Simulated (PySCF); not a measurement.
Computed and published core binding energies of sulfuryl chloride

Measured values to reproduce (core binding energies): Cl 2p3/2 of Cl4/Cl5 207.32 eV [1]; O 1s of O1/O3 539.34 eV [1]. Sources and the comparison follow the method.

Species: sulfuryl chloride, Cl2O2S.
Structure used (PBE0-D3(BJ)/def2-TZVP), in Å, numbered top down from 1:
```xyz
5
Cl2O2S angstrom
O      0.888   -0.498   -1.182
S      0.175   -0.185    0.000
O      0.386   -0.856    1.229
Cl     0.377    1.790    0.336
Cl    -1.790   -0.285   -0.424
```

Computed, not measured: delta-SCF UKS SCAN, pcX-3 on the ionised atom, pcseg-2 elsewhere, spin-free X2C (PySCF). Vertical ΔSCF values, vacuum level as zero.

| atom | environment | level | this calculation (eV) | reference (eV) | difference (eV) | source |
| --- | --- | --- | --- | --- | --- | --- |
| Cl4/Cl5 | chlorine bonded to S | Cl 2p3/2 | 207.41 | 207.32 | +0.09 | [1] |
| O1/O3 | sulfonyl oxygen | O 1s | 539.48 | 539.34 | +0.14 | [1] |

[1] measured, gas; Avanzino, Jolly, Lazarus, Perry, Rietz, Schaaf, An X-ray photoelectron spectroscopic study of some isoelectronic compounds, LBL-3502 (Inorg. Chem. 1975) Note: scanned preprint of 1974, columns matched to compounds by order; energy scale about 0.1-0.2 eV below the 1984 compilation.

Q: How well does this level of theory reproduce the measurements here?

A: Over the 2 different measured values (2 distinct lines) the mean signed difference is +0.11 eV, the mean unsigned one 0.11 eV and the largest 0.14 eV. The calculation is vertical and has no vibrational structure, and measured positions depend on the energy calibration.

Q: What does the calculation give for the levels without a reference value here?

A: S2 S 1s 2485.00 eV; Cl4/Cl5 Cl 1s 2830.07 eV.

The first atom of each set that the bonding makes equivalent was ionised and stands for the set. Not every level is listed. Spin–orbit coupling isn't in the SCF: each 2p doublet comes from a relaxed spin-free hole plus a matrix of the shell (mean-field spin–orbit coupling and the ground-state 2p splitting), with 2p3/2 averaged over its two sublevels. 2p1/2 minus 2p3/2 (ligand field included): Cl 1.66 eV. Geometry: PBE0-D3(BJ)/def2-TZVP; no solvent, vibrations or thermal averaging.
